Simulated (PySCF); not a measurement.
Compound: C4H5Cl2 (doublet state).
SMILES with atom numbers: `[CH3:1]/[C:2](=[C:3]/[Cl:4])[CH2:5][Cl:6]` (hydrogens: H7, H8, H9 on C1; H10, H11 on C5)

Cartesian coordinates in Å at the GFN2-xTB level; atoms count from 1:
```xyz
11
C4H5Cl2 angstrom
C      1.437   -0.089   -0.156
C      0.010    0.378   -0.159
C     -0.369    1.460   -0.785
Cl    -1.789    2.272   -1.025
C     -0.956   -0.514    0.594
Cl    -1.239   -2.027   -0.322
H      1.489   -1.108   -0.535
H      2.051    0.555   -0.777
H      1.830   -0.083    0.860
H     -0.533   -0.806    1.555
H     -1.925   -0.036    0.726
```

The hyperfine couplings belong to this conformer and change with its torsions.

The calculation used UKS B3LYP, pcH-1 on C Cl H, non-relativistic, mean-field spin-orbit, GIAO in PySCF 2.14.0. Geometry: GFN2-xTB, one conformer, isolated molecule. The geometry wasn't refined by DFT: couplings that depend on bond lengths, twists or pyramidal angles can differ widely from those at the functional's own minimum. The SCF solution wasn't tested for stability.

Problem. What is the g tensor, term by term?

Solution. 
```tsv
Δg (ppt)	1	2	3
relativistic mass correction	-0.20	-0.20	-0.20
gauge correction	0.00	0.04	-0.03
orbital Zeeman/spin–orbit	-0.63	1.97	5.43
total	-0.83	1.81	5.21
```

So g = 2.00149, 2.00413, 2.00753 and g_iso = 2.00438; the tensor is rhombic: the two nearest values differ by 44 % of g3 − g1. Axes: g1 points within 2° of the C2–C5 bond and g2 points within 10° of the C3–Cl4 bond.

Problem. Average each term over the three axes. Which is largest in size?

Solution. The orbital-Zeeman/spin–orbit term 2.26, the mass correction -0.20 and the gauge correction 0.01 ppt, for a total of 2.06 ppt. The orbital-Zeeman/spin–orbit term is the largest in size. The mass correction is the same along every axis, so the anisotropy comes from the other two: their spans along these axes are 0.06 (gauge) and 6.06 ppt (orbital Zeeman/spin–orbit).

Problem. What effective moment and Curie constant follow for a powder?

Solution. With the mean of g² = 4.0176 and S(S+1) = 0.75: μ_eff = √(⟨g²⟩S(S+1)) = 1.736 μB and χT = 0.12505·⟨g²⟩·S(S+1) = 0.377 cm³ K/mol (cgs; spin-Hamiltonian part alone).

Problem. In a frozen sample, at which fields do the three g values resonate at 9.5, 34, 94 and 263 GHz (hyperfine left aside), and which band first spreads them over more than twice a line width of 1.0 mT?

Solution. 
```
band    GHz  B(g3) mT  B(g2) mT  B(g1) mT  spread mT
   X    9.5    338.10    338.68    339.12       1.02
   Q   34.0   1210.06   1212.11   1213.71       3.65
   W   94.0   3345.45   3351.12   3355.54      10.09
   J  263.0   9360.15   9376.02   9388.37      28.22
```

The spread grows in proportion to the frequency. Q band is the first where it exceeds 2.0 mT.

The Mulliken spin populations are largest on C3 (+0.91), Cl4 (+0.13), C2 (-0.12) and C5 (+0.06). No atom but C3 exceeds +0.15.

The HOMO–LUMO gaps are 6.11 eV among the α and 4.21 eV among the β orbitals.

Hardware: one thread, Arm Neoverse V1 (aarch64), on a shared host. Cost: 44 s wall (grids of density and orbitals included), 0.76 GiB resident at most.
